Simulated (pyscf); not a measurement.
# Four-centre exchange: `[CH3][Zr]([Cl])([Cl])[Cl]` + `[H][H]` → `[CH4]` + `[Cl][ZrH]([Cl])[Cl]`

Gas phase, singlet surface, charge 0. Bonds broken: C1–Zr2, H9–H10. Bonds formed: C1–H9, Zr2–H10. Single points on ωB97X-D3(BJ)/def2-SVP structures (PySCF, gas phase).

Transition state (Å):

```xyz
10

C     -0.7282    -0.4218     2.1208
Zr    -0.1853    -0.0381    -0.1335
Cl     1.9226     0.7361     0.5563
Cl    -1.7445     1.6145    -0.6282
Cl     0.3584    -1.1687    -2.1277
H     -1.5453    -0.9302     2.6540
H      0.2256    -0.6956     2.5984
H     -0.8899     0.6649     2.2509
H     -1.0885    -1.3267     0.9992
H     -1.1603    -1.7196     0.1023
```

One imaginary mode, 1027i cm⁻¹; descent along it reached the two sides named.

```json
[
 {"bond": "C1–Zr2", "change": "breaks", "reactant side (Å)": "2.169", "saddle": "2.350", "product side": "3.2"},
 {"bond": "H9–H10", "change": "breaks", "reactant side (Å)": "0.760", "saddle": "0.982", "product side": "2.160"},
 {"bond": "C1–H9", "change": "forms", "reactant side (Å)": "3.5", "saddle": "1.485", "product side": "1.106"},
 {"bond": "Zr2–H10", "change": "forms", "reactant side (Å)": "3.4", "saddle": "1.958", "product side": "1.823"}
]
```

Electronic energies relative to the separated reactants (kcal/mol):

| level | barrier | reaction energy | reverse barrier |
|---|---|---|---|
| ωB97X-D3(BJ)/def2-TZVP | 20.2 | -1.4 | 21.6 |
| PBE/def2-TZVP | 16.8 | -3.2 | 19.9 |
| r²SCAN/def2-TZVP | 17.8 | -1.9 | 19.7 |
| B3LYP-D3(BJ)/def2-TZVP | 20.6 | -3.0 | 23.6 |
| PBE0-D3(BJ)/def2-TZVP | 16.9 | -2.8 | 19.7 |
| M06-2X/def2-TZVP | 23.2 | -1.0 | 24.2 |
| ωB97M-D3(BJ)/def2-TZVP | 20.8 | -4.2 | 24.9 |
| HF/def2-TZVP | 35.0 | -10.2 | 45.2 |

With ωB97M-D3(BJ)/def2-TZVP energies and thermal terms (ideal gas, 1 atm, RRHO with modes under 100 cm⁻¹ raised to 100, one conformer, R ln 2 for chiral ones without a mode under 150 cm⁻¹), in kcal/mol:

```
T (K)   ΔH‡   ΔG‡    ΔH    ΔG
-----  ----  ----  ----  ----
298    22.8  31.3  -1.2  -2.0
600    21.6  40.5  -2.8  -2.2
900    21.1  50.1  -4.0  -1.6
1200   21.1  59.8  -4.8  -0.7
```

At the saddle there is also a short H–Zr contact that neither side keeps. One saddle was located; it need not be the lowest between these sides. Elements past Kr carry the def2 core potentials, without spin-orbit coupling.
